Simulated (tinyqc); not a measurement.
Inside a calculation (part 2 of 2). Method: MP2 on RHF in the sto-6g basis, frozen core, for H2O, spin multiplicity 1. Computed by tinyqc, a small Python program that keeps every step (integrals from PySCF). Command: `OMP_NUM_THREADS=1 python tinyqc.py 21420 21421 out.jsonl` (the two numbers bound the seeds that draw the settings). One thread of a shared host (Intel(R) Xeon(R) Processor @ 2.60GHz), about 0.2 s of CPU time with the checks.

Geometry (angstrom):
```
atom         x          y         z
O     0.000000   0.000000  0.000000
H     0.000000   0.861000  0.622000
H     0.000000  -0.928000  0.671000
```

## Second-order Moller-Plesset energy

orbital energies (hartree): MO1 -20.518878, MO2 -1.213649, MO3 -0.555441, MO4 -0.430990, MO5 -0.390121, MO6 0.450104, MO7 0.596349

Two-electron integrals over orbitals (pq|rs), unique and non-zero (hartree); the lowest 1 orbital is frozen and left out:
```
(22|22) 0.726828    (32|22) 0.005609    (32|32) 0.130967    (33|22) 0.616362
(33|32) -0.001681   (33|33) 0.595605    (42|22) -0.024076   (42|32) 0.003909
(42|33) 0.002426    (42|42) 0.129696    (43|22) 0.013199    (43|32) 0.026760
(43|33) 0.008430    (43|42) -0.013687   (43|43) 0.055764    (44|22) 0.665437
(44|32) -0.014662   (44|33) 0.568843    (44|42) -0.093875   (44|43) 0.010948
(44|44) 0.710591    (52|52) 0.150874    (53|52) -0.007093   (53|53) 0.026926
(54|52) -0.042469   (54|53) 0.003671    (54|54) 0.047964    (55|22) 0.756808
(55|32) -0.008951   (55|33) 0.603652    (55|42) -0.077385   (55|43) 0.016870
(55|44) 0.695008    (55|55) 0.880663    (62|22) -0.126100   (62|32) 0.015495
(62|33) -0.064402   (62|42) -0.033370   (62|43) -0.006201   (62|44) -0.063485
(62|55) -0.136738   (62|62) 0.092017    (63|22) 0.041856    (63|32) 0.035152
(63|33) 0.026260    (63|42) -0.015522   (63|43) 0.038756    (63|44) 0.023051
(63|55) 0.046725    (63|62) -0.019953   (63|63) 0.079483    (64|22) -0.127673
(64|32) -0.014670   (64|33) -0.048932   (64|42) 0.044643    (64|43) -0.017259
(64|44) -0.128488   (64|55) -0.146750   (64|62) 0.057488    (64|63) -0.039307
(64|64) 0.099341    (65|52) -0.049852   (65|53) 0.007112    (65|54) -0.005892
(65|65) 0.033442    (66|22) 0.586637    (66|32) -0.036658   (66|33) 0.546774
(66|42) 0.047106    (66|43) -0.028229   (66|44) 0.547742    (66|55) 0.573812
(66|62) -0.086179   (66|63) -0.019224   (66|64) -0.040034   (66|66) 0.598643
(72|22) -0.041671   (72|32) -0.052078   (72|33) -0.011697   (72|42) 0.000837
(72|43) 0.027221    (72|44) -0.027518   (72|55) -0.043702   (72|62) 0.008630
(72|63) 0.023835    (72|64) 0.020317    (72|66) -0.024772   (72|72) 0.071408
(73|22) -0.159541   (73|32) 0.024921    (73|33) -0.086945   (73|42) 0.071888
(73|43) -0.001173   (73|44) -0.143636   (73|55) -0.196272   (73|62) 0.063913
(73|63) -0.013348   (73|64) 0.089735    (73|66) -0.053646   (73|72) 0.026467
(73|73) 0.155549    (74|22) -0.009773   (74|32) 0.068126    (74|33) -0.006169
(74|42) -0.001461   (74|43) 0.009505    (74|44) -0.019186   (74|55) -0.015635
(74|62) 0.015379    (74|63) 0.046748    (74|64) -0.007336   (74|66) -0.034197
(74|72) -0.013586   (74|73) 0.027132    (74|74) 0.064760    (75|52) -0.015383
(75|53) -0.022675   (75|54) 0.001296    (75|65) 0.002529    (75|75) 0.026048
(76|22) 0.003771    (76|32) 0.078061    (76|33) -0.002974   (76|42) 0.012669
(76|43) 0.053550    (76|44) -0.017149   (76|55) -0.005174   (76|62) -0.005275
(76|63) 0.056121    (76|64) -0.019161   (76|66) -0.039948   (76|72) 0.002256
(76|73) 0.029940    (76|74) 0.048504    (76|76) 0.094087    (77|22) 0.614730
(77|32) 0.043546    (77|33) 0.584356    (77|42) -0.017502   (77|43) 0.032767
(77|44) 0.575638    (77|55) 0.611523    (77|62) -0.060517   (77|63) 0.055307
(77|64) -0.062657   (77|66) 0.527374    (77|72) -0.019662   (77|73) -0.082170
(77|74) 0.024658    (77|76) 0.040593    (77|77) 0.622432
```

Hartree-Fock energy = -75.65025238 hartree

E2 = sum_ijab (ia|jb) [2 (ia|jb) - (ib|ja)] / (e_i + e_j - e_a - e_b) over occupied i, j and virtual a, b; the opposite-spin part is (ia|jb)^2 / denominator, the rest is same-spin, and SCS-MP2 scales them by 6/5 and 1/3.

Terms:
```
i  j  a  b    (ia|jb)    (ib|ja)  denominator       term
3  3  7  7   0.155549   0.155549    -2.303579  -0.010503
4  3  6  7   0.089735   0.046748    -2.032884  -0.005859
3  4  7  6   0.089735   0.046748    -2.032884  -0.005859
4  4  6  6   0.099341   0.099341    -1.762189  -0.005600
3  3  6  6   0.079483   0.079483    -2.011091  -0.003141
2  2  6  6   0.092017   0.092017    -3.327506  -0.002545
2  3  6  7   0.063913   0.023835    -2.815543  -0.002361
3  2  7  6   0.063913   0.023835    -2.815543  -0.002361
4  4  7  7   0.064760   0.064760    -2.054678  -0.002041
2  2  7  7   0.071408   0.071408    -3.619995  -0.001409
2  4  6  6   0.057488   0.057488    -2.544848  -0.001299
4  2  6  6   0.057488   0.057488    -2.544848  -0.001299
3  4  6  6  -0.039307  -0.039307    -1.886640  -0.000819
4  3  6  6  -0.039307  -0.039307    -1.886640  -0.000819
5  5  6  6   0.033442   0.033442    -1.680452  -0.000666
5  5  7  7   0.026048   0.026048    -1.972940  -0.000344
4  3  7  7   0.027132   0.027132    -2.179128  -0.000338
3  4  7  7   0.027132   0.027132    -2.179128  -0.000338
2  3  7  7   0.026467   0.026467    -2.961787  -0.000237
3  2  7  7   0.026467   0.026467    -2.961787  -0.000237
2  4  7  6   0.020317   0.015379    -2.691092  -0.000191
4  2  6  7   0.020317   0.015379    -2.691092  -0.000191
2  3  6  6  -0.019953  -0.019953    -2.669298  -0.000149
3  2  6  6  -0.019953  -0.019953    -2.669298  -0.000149
2  3  7  6   0.023835   0.063913    -2.815543   0.000137
3  2  6  7   0.023835   0.063913    -2.815543   0.000137
3  4  6  7   0.046748   0.089735    -2.032884  -0.000086
4  3  7  6   0.046748   0.089735    -2.032884  -0.000086
3  3  7  6  -0.013348  -0.013348    -2.157335  -0.000083
3  3  6  7  -0.013348  -0.013348    -2.157335  -0.000083
4  2  7  7  -0.013586  -0.013586    -2.837336  -0.000065
2  4  7  7  -0.013586  -0.013586    -2.837336  -0.000065
4  2  7  6   0.015379   0.020317    -2.691092  -0.000060
2  4  6  7   0.015379   0.020317    -2.691092  -0.000060
4  4  6  7  -0.007336  -0.007336    -1.908433  -0.000028
4  4  7  6  -0.007336  -0.007336    -1.908433  -0.000028
2  2  6  7   0.008630   0.008630    -3.473751  -0.000021
2  2  7  6   0.008630   0.008630    -3.473751  -0.000021
5  5  6  7   0.002529   0.002529    -1.826696  -3.50e-06
5  5  7  6   0.002529   0.002529    -1.826696  -3.50e-06
```

Pair energies (hartree; pair i-j sums ij and ji):
```
pair  opposite spin  same spin
2-2       -0.003996          0
3-2       -0.004077  -0.001141
3-3       -0.013810          0
4-2       -0.003210  -0.000018
4-3       -0.012386  -0.001818
4-4       -0.007698          0
5-5       -0.001016          0
```

MP2 correlation energy = -0.04916937 hartree

SCS-MP2 correlation energy = -0.05642314 hartree

MP2 total energy = -75.69942175 hartree
